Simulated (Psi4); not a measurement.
# CH3BN− (SMILES [BH3-]C#N), step by step

We compute a geometry optimisation (singlet CH3BN−, B3LYP/aug-cc-pVDZ), then a single-point energy (doublet CH3BN, UB3LYP/aug-cc-pVDZ), then a geometry optimisation (doublet CH3BN, UB3LYP/aug-cc-pVDZ), then the energy (singlet CH3BN−, B3LYP/aug-cc-pVDZ) of CH3BN. 

The calculation is run with Psi4 1.11.

### 1 Starting point

CH3BN−: 6 atoms, total charge -1, spin state singlet. SMILES: `[BH3-]C#N`. The shape is that of a GFN2-xTB optimisation. The run starts from this shape.

Bond lengths: B1–C2 1.555 Å, C2–N3 1.159 Å, B1–H4 1.224 Å, B1–H5 1.224 Å, B1–H6 1.225 Å. Angles: B1–C2–N3 180.0°, C2–B1–H4 108.7°, C2–B1–H5 108.7°, C2–B1–H6 108.6°, H4–B1–H5 110.3°, H4–B1–H6 110.3°, H5–B1–H6 110.3°.

### 2 A structure relaxation at B3LYP/aug-cc-pVDZ (density fitting) (run 1)

Contents of ch3bn.py:

```python
import psi4

psi4.set_memory('1600 MB')
psi4.set_num_threads(1)
psi4.set_output_file('ch3bn.out', False)

m = psi4.geometry("""
-1 1
B     -0.274220     0.361640    -0.245060
C      0.552190    -0.729680     0.493070
N      1.168130    -1.542260     1.043470
H     -1.344600    -0.122440    -0.588070
H      0.356920     0.734400    -1.225380
H     -0.458410     1.298330     0.521960
""")

energy_value = psi4.optimize("b3lyp/aug-cc-pVDZ", molecule=m)
print('E =', round(energy_value, 9))
m.save_xyz_file('final.xyz', False)
for k, v in sorted(psi4.core.scalar_variables().items()):
    print(f'{k:45s} {v:18.10f}')
```

Launch:

```sh
$ python ch3bn.py
```

ch3bn.out:

```text
[...]
  Running in c1 symmetry.
[...]
  Nuclear repulsion =   51.043412472214783
[...]
  Multiplicity = 1
[...]
  Nalpha       = 11
  Nbeta        = 11
[...]
    Number of basis functions: 96
[...]
   @DF-RKS iter   1:  -119.23626242886699   -6.12219e-01   7.42080e-03 DIIS/ADIIS
[...]
   @DF-RKS iter   7:  -119.58293975015903   -1.08002e-12   4.68149e-09 DIIS
[...]
    Orbital Energies [Eh]
    ---------------------
    Doubly Occupied:
       1A    -14.124638     2A    -10.008409     3A     -6.510706
       4A     -0.695363     5A     -0.365595     6A     -0.210407
       7A     -0.160926     8A     -0.160926     9A     -0.150519
      10A     -0.097215    11A     -0.097212
[...]
  @DF-RKS Final Energy:  -119.58293975015903
   => Energetics <=
    Nuclear Repulsion Energy =             50.2801418796855870
    One-Electron Energy =                -264.2888913159001731
    Two-Electron Energy =                 108.6957890851066395
    DFT Exchange-Correlation Energy =     -14.2699793990510670
    Empirical Dispersion Energy =           0.0000000000000000
    VV10 Nonlocal Energy =                  0.0000000000000000
    Total Energy =                       -119.5829397501590279
[...]
 Multipole Moments:
 ------------------------------------------------------------------------------------
     Multipole            Electronic (a.u.)      Nuclear  (a.u.)        Total (a.u.)
 ------------------------------------------------------------------------------------
 L = 1.  Multiply by 2.5417464519 to convert [e a0] to [Debye]
 Dipole X            :          2.2758922           -1.9967056            0.2791867
 Dipole Y            :         -3.0059915            2.6372037           -0.3687878
 Dipole Z            :          2.0327413           -1.7834093            0.2493320
 Magnitude           :                                                    0.5254675
[...]
  -Total Gradient:
     Atom            X                  Y                   Z
    ------   -----------------  -----------------  -----------------
       1        0.000107663919    -0.000137096378     0.000093988046
       2       -0.000029506185     0.000026768322    -0.000027649807
       3       -0.000021668147     0.000035471764    -0.000017657437
       4       -0.000028574700     0.000018841087    -0.000018884856
       5       -0.000014935782     0.000030433448    -0.000024398181
       6       -0.000018552145     0.000031980769    -0.000009410855
[...]
    Final optimized geometry and variables:
    Molecular point group: c1
    Full point group: C1
    Geometry (in Angstrom), charge = -1, multiplicity = 1:
    B           -0.751633929231     0.992697260703    -0.671362227760
    C            0.095204951299    -0.125825043641     0.085012421982
    N            0.717515099229    -0.947571092559     0.640904314768
    H           -1.831224358361     0.509848142874    -1.019371208232
    H           -0.120581283327     1.371558465366    -1.660301537859
    H           -0.940471202336     1.938603077001     0.096339570801
[...]
```

Standard output:

```text
Optimizer: Optimization complete!
E = -119.58293975
CURRENT ENERGY                                   -119.5829397502
CURRENT REFERENCE ENERGY                         -119.5829397502
DD SOLVATION ENERGY                                 0.0000000000
DFT FUNCTIONAL TOTAL ENERGY                      -119.5829397502
DFT TOTAL ENERGY                                 -119.5829397502
DFT VV10 ENERGY                                     0.0000000000
DFT XC ENERGY                                     -14.2699793991
GRID ELECTRONS ALPHA                               11.0000021591
GRID ELECTRONS BETA                                11.0000021591
GRID ELECTRONS TOTAL                               22.0000043183
NUCLEAR REPULSION ENERGY                           50.2801418797
ONE-ELECTRON ENERGY                              -264.2888913159
OPTIMIZATION ITERATIONS                             4.0000000000
PCM POLARIZATION ENERGY                             0.0000000000
PE ENERGY                                           0.0000000000
SCF ITERATION ENERGY                             -119.5829397502
SCF ITERATIONS                                      7.0000000000
SCF TOTAL ENERGY                                 -119.5829397502
TWO-ELECTRON ENERGY                               108.6957890851
XC GRID RADIAL POINTS                              75.0000000000
XC GRID SPHERICAL POINTS                          302.0000000000
XC GRID TOTAL POINTS                           131726.0000000000
```

Wall time 15 s (1 thread of AMD EPYC 9R45 (Zen 5), shared host); peak memory 0.65 GiB.

The path in brief:

```csv
step,energy from the first frame kept (eV),largest force (eV/Å)
0,0.0000,1.5142
1,-0.0275,0.1556
2,-0.0280,0.0606
3,-0.0281,0.0102
```

After the run. Bond lengths: B1–C2 1.594 Å, C2–N3 1.171 Å, B1–H4 1.233 Å, B1–H5 1.233 Å, B1–H6 1.233 Å. Angles: B1–C2–N3 180.0°, C2–B1–H4 108.9°, C2–B1–H5 108.9°, C2–B1–H6 108.9°, H4–B1–H5 110.0°, H4–B1–H6 110.0°, H5–B1–H6 110.0°.

### 3 Doublet neutral CH3BN: the energy at UB3LYP/aug-cc-pVDZ (density fitting) (run 2)

Contents of job.in:

```
memory 1600 mb

molecule molecule1 {
  0 2
  B     -0.289365     0.382097    -0.258505
  C      0.557473    -0.736425     0.497870
  N      1.179784    -1.558171     1.053762
  H     -1.368956    -0.100752    -0.606514
  H      0.341687     0.760958    -1.247444
  H     -0.478203     1.328003     0.509197
  symmetry c1
}

set reference uks

result = energy('b3lyp/aug-cc-pVDZ')
```

Launch:

```sh
$ psi4 -i job.in -o job.out -n 1
```

job.out:

```text
[...]
  Running in c1 symmetry.
[...]
  Nuclear repulsion =   50.280137450153980
[...]
  Multiplicity = 2
[...]
  Nalpha       = 11
  Nbeta        = 10
[...]
    Number of basis functions: 96
[...]
   @DF-UKS iter   1:  -119.22870654961690   -6.45128e-01   5.28051e-03 DIIS/ADIIS
[...]
   @DF-UKS iter  18:  -119.39617564375300   -7.87453e-08   5.32055e-07 DIIS
[...]
   @S^2 Observed:                7.626063692E-01
[...]
    Orbital Energies [Eh]
    ---------------------
    Alpha Occupied:
       1A    -14.399345     2A    -10.268247     3A     -6.779354
       4A     -0.968968     5A     -0.628347     6A     -0.472200
       7A     -0.433261     8A     -0.410549     9A     -0.403283
      10A     -0.379104    11A     -0.348936
    Alpha Virtual:
      12A     -0.025803    13A     -0.011634    14A     -0.007864
      15A      0.018837    16A      0.019467    17A      0.020130
      18A      0.055606    19A      0.057598    20A      0.059303
      21A      0.085215    22A      0.088767    23A      0.091552
      24A      0.117057    25A      0.132826    26A      0.134850
[...]
  @DF-UKS Final Energy:  -119.39617564375300
   => Energetics <=
    Nuclear Repulsion Energy =             50.2801374501539797
    One-Electron Energy =                -258.7984441775690243
    Two-Electron Energy =                 103.1462598715119583
    DFT Exchange-Correlation Energy =     -14.0241287878499055
    Empirical Dispersion Energy =           0.0000000000000000
    VV10 Nonlocal Energy =                  0.0000000000000000
    Total Energy =                       -119.3961756437529971
[...]
 Multipole Moments:
 ------------------------------------------------------------------------------------
     Multipole            Electronic (a.u.)      Nuclear  (a.u.)        Total (a.u.)
 ------------------------------------------------------------------------------------
 L = 1.  Multiply by 2.5417464519 to convert [e a0] to [Debye]
 Dipole X            :          1.6265143           -1.9967068           -0.3701925
 Dipole Y            :         -2.0330695            2.6372034            0.6041339
 Dipole Z            :          1.6069879           -1.7834094           -0.1764215
 Magnitude           :                                                    0.7301676
[...]
```

It took 9.9 s on 1 thread of AMD EPYC 9R45 (Zen 5), shared host; peak memory 0.6 GiB.

### 4 Doublet neutral CH3BN: a geometry optimisation at UB3LYP/aug-cc-pVDZ (density fitting) (run 3)

Contents of job.py:

```python
import psi4

psi4.set_memory('1600 MB')
psi4.set_num_threads(1)
psi4.core.set_output_file('output.dat', False)

geom = psi4.geometry("""
0 2
B     -0.289365     0.382097    -0.258505
C      0.557473    -0.736425     0.497870
N      1.179784    -1.558171     1.053762
H     -1.368956    -0.100752    -0.606514
H      0.341687     0.760958    -1.247444
H     -0.478203     1.328003     0.509197
symmetry c1
""")

psi4.set_options({
    'reference': 'uks',
})

E, wfn = psi4.optimize('b3lyp/aug-cc-pVDZ', return_wfn=True)
print(f'b3lyp/aug-cc-pVDZ energy: {E:.10f} Eh')
print(geom.to_string(dtype='xyz', units='Angstrom'))
```

Launch:

```sh
$ python job.py
```

output.dat:

```text
[...]
  Running in c1 symmetry.
[...]
  Nuclear repulsion =   50.280137450153980
[...]
  Multiplicity = 2
[...]
  Nalpha       = 11
  Nbeta        = 10
[...]
    Number of basis functions: 96
[...]
   @DF-UKS iter   1:  -119.22870654961690   -6.45128e-01   5.28051e-03 DIIS/ADIIS
[...]
   @DF-UKS iter   8:  -119.42623803261888   -3.75167e-12   4.30306e-09 DIIS
[...]
   @S^2 Observed:                7.577139749E-01
[...]
    Orbital Energies [Eh]
    ---------------------
    Alpha Occupied:
       1A    -14.358128     2A    -10.225947     3A     -6.809301
       4A     -0.922889     5A     -0.673427     6A     -0.528850
       7A     -0.428639     8A     -0.381864     9A     -0.380655
      10A     -0.349192    11A     -0.290179
    Alpha Virtual:
      12A     -0.023094    13A     -0.014971    14A     -0.003525
      15A      0.014833    16A      0.019440    17A      0.021917
      18A      0.050746    19A      0.055985    20A      0.061539
      21A      0.071951    22A      0.090619    23A      0.096495
      24A      0.112374    25A      0.117141    26A      0.120406
[...]
  @DF-UKS Final Energy:  -119.42623803261888
   => Energetics <=
    Nuclear Repulsion Energy =             50.9521318654759838
    One-Electron Energy =                -260.3284356068373313
    Two-Electron Energy =                 104.0006946140160977
    DFT Exchange-Correlation Energy =     -14.0506289052736371
    Empirical Dispersion Energy =           0.0000000000000000
    VV10 Nonlocal Energy =                  0.0000000000000000
    Total Energy =                       -119.4262380326188833
[...]
 Multipole Moments:
 ------------------------------------------------------------------------------------
     Multipole            Electronic (a.u.)      Nuclear  (a.u.)        Total (a.u.)
 ------------------------------------------------------------------------------------
 L = 1.  Multiply by 2.5417464519 to convert [e a0] to [Debye]
 Dipole X            :          1.2772949           -1.8322702           -0.5549753
 Dipole Y            :         -2.0363628            3.2944894            1.2581266
 Dipole Z            :          1.2386815           -1.8994591           -0.6607776
 Magnitude           :                                                    1.5256170
[...]
  -Total Gradient:
     Atom            X                  Y                   Z
    ------   -----------------  -----------------  -----------------
       1        0.000031306721    -0.000023843002    -0.000024960524
       2       -0.000075406825    -0.000010602223     0.000102732771
       3        0.000002369256     0.000020951709    -0.000077270223
       4        0.000018093837    -0.000032104293     0.000010883790
       5        0.000003124891     0.000030163769    -0.000020430205
       6        0.000015973052     0.000019106307     0.000005958143
[...]
    Final optimized geometry and variables:
    Molecular point group: c1
    Full point group: C1
    Geometry (in Angstrom), charge = 0, multiplicity = 2:
    B           -0.855368046370     0.823873265567    -0.648805547941
    C            0.085591906688    -0.121431428022     0.078977899335
    N            0.802261304528    -0.856726997932     0.635600539832
    H           -1.946362147558     0.565635966393    -1.042209707814
    H           -0.223097442658     1.729202953236    -1.310311114602
    H           -0.652676385598     2.054841025952    -0.331673065894
[...]
```

It took 3.3 min on 1 thread of AMD EPYC 9R45 (Zen 5), shared host; peak memory 0.65 GiB.

The path in brief:

```csv
step,energy from the first frame kept (eV),largest force (eV/Å)
0,0.0000,3.3049
2,-0.4849,1.8366
4,-0.5427,0.5477
6,-0.5520,0.1424
8,-0.5530,0.0361
10,-0.5529,0.0474
12,-0.5530,0.0231
14,-0.5542,0.1337
16,-0.7372,2.8450
18,-0.5131,9.2286
20,-0.8020,0.9400
22,-0.7668,0.3996
24,-0.8172,0.0514
26,-0.8180,0.0179
27,-0.8180,0.0066
```

After the run. Bond lengths: B1–C2 1.519 Å, C2–N3 1.168 Å, B1–H4 1.188 Å, B1–H5 1.287 Å, B1–H6 1.287 Å. Angles: B1–C2–N3 179.4°, C2–B1–H4 126.3°, C2–B1–H5 112.3°, C2–B1–H6 112.3°, H4–B1–H5 115.7°, H4–B1–H6 115.7°, H5–B1–H6 51.4°.

### 5 The energy at B3LYP/aug-cc-pVDZ (density fitting) (run 4)

Contents of input.in:

```
memory 1600 MB

molecule mol {
  -1 1
  B     -0.393099     0.213273    -0.235948
  C      0.547861    -0.732031     0.491835
  N      1.264530    -1.467327     1.048458
  H     -1.484094    -0.044964    -0.629352
  H      0.239171     1.118603    -0.897454
  H     -0.190408     1.444241     0.081184
  units angstrom
  symmetry c1
}


e_tot, wfn = energy('b3lyp/aug-cc-pVDZ', return_wfn=True)
print_variables()
```

Launch:

```sh
$ psi4 -i input.in -o input.out -n 1
```

input.out:

```text
[...]
  Running in c1 symmetry.
[...]
  Nuclear repulsion =   50.952132145951083
[...]
  Multiplicity = 1
[...]
  Nalpha       = 11
  Nbeta        = 11
[...]
    Number of basis functions: 96
[...]
   @DF-RKS iter   1:  -119.14137852224648   -4.97516e-01   7.66076e-03 ADIIS/DIIS
[...]
   @DF-RKS iter   9:  -119.51871645119991   -2.90089e-08   5.72396e-07 DIIS
[...]
    Orbital Energies [Eh]
    ---------------------
    Doubly Occupied:
       1A    -14.121454     2A    -10.008226     3A     -6.525121
       4A     -0.695923     5A     -0.395782     6A     -0.267106
       7A     -0.189466     8A     -0.162743     9A     -0.149983
      10A     -0.127107    11A     -0.008226
[...]
  @DF-RKS Final Energy:  -119.51871645119991
   => Energetics <=
    Nuclear Repulsion Energy =             50.9521321459510830
    One-Electron Energy =                -265.3769011811260725
    Two-Electron Energy =                 109.1626908959038076
    DFT Exchange-Correlation Energy =     -14.2566383119287199
    Empirical Dispersion Energy =           0.0000000000000000
    VV10 Nonlocal Energy =                  0.0000000000000000
    Total Energy =                       -119.5187164511999072
[...]
 Multipole Moments:
 ------------------------------------------------------------------------------------
     Multipole            Electronic (a.u.)      Nuclear  (a.u.)        Total (a.u.)
 ------------------------------------------------------------------------------------
 L = 1.  Multiply by 2.5417464519 to convert [e a0] to [Debye]
 Dipole X            :          2.0558321           -1.8322719            0.2235602
 Dipole Y            :         -3.5908139            3.2944896           -0.2963243
 Dipole Z            :          2.0963362           -1.8994594            0.1968767
 Magnitude           :                                                    0.4201758
[...]
```

It took 3.6 s on 1 thread of AMD EPYC 9R45 (Zen 5), shared host; peak memory 0.59 GiB.

### 6 What came out

```
                                                                       quantity          value
                              run 1, B3LYP/aug-cc-pVDZ: total energy at the end  -119.58294 Eh
                                          run 1, B3LYP/aug-cc-pVDZ: HOMO energy       -2.65 eV
                                          run 1, B3LYP/aug-cc-pVDZ: LUMO energy        3.26 eV
run 1, B3LYP/aug-cc-pVDZ: HOMO–LUMO gap (to an unbound level, set by the basis)        5.90 eV
                                     doublet neutral CH3BN, run 2: total energy  -119.39618 Eh
                                    doublet neutral CH3BN, run 2: dipole moment         1.86 D
               doublet neutral CH3BN, run 2: HOMO energy (highest over α and β)       -9.12 eV
                doublet neutral CH3BN, run 2: LUMO energy (lowest over α and β)       -7.56 eV
                                             doublet neutral CH3BN, run 2: ⟨S²⟩          0.763
                          doublet neutral CH3BN, run 3: total energy at the end  -119.42624 Eh
                                    doublet neutral CH3BN, run 3: dipole moment         3.88 D
               doublet neutral CH3BN, run 3: HOMO energy (highest over α and β)       -7.90 eV
                doublet neutral CH3BN, run 3: LUMO energy (lowest over α and β)       -4.88 eV
                                             doublet neutral CH3BN, run 3: ⟨S²⟩          0.758
                                         run 4, B3LYP/aug-cc-pVDZ: total energy  -119.51872 Eh
                                          run 4, B3LYP/aug-cc-pVDZ: HOMO energy       -0.22 eV
                                          run 4, B3LYP/aug-cc-pVDZ: LUMO energy        3.33 eV
run 4, B3LYP/aug-cc-pVDZ: HOMO–LUMO gap (to an unbound level, set by the basis)        3.56 eV
       adiabatic ionisation energy (to the doublet neutral, no zero-point term)       4.264 eV
```

What this shows: The adiabatic ionisation energy (to the doublet neutral, no zero-point term) is 4.26 eV (411 kJ/mol). The optimisation (run 1, B3LYP/aug-cc-pVDZ) took 4 steps and changed the energy by -0.028 eV. The optimisation (doublet neutral CH3BN, run 3) took 28 steps and changed the energy by -0.818 eV.
